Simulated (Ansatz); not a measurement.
`S=CS`, charge 0, multiplicity 1.

Problem. Give a relaxed structure at PBE0-D4/def2-TZVP (Ansatz 0.2.0). (An estimate is asked.)

Solution. Ansatz gave: 
```xyz
5

S    -1.7130   -0.2583    0.0092
C    -0.1367   -0.4210    0.3111
S     1.1775    0.5226   -0.2738
H     0.2396   -1.2107    0.9652
H     0.4326    1.3674   -1.0117
```
Point group Cs.
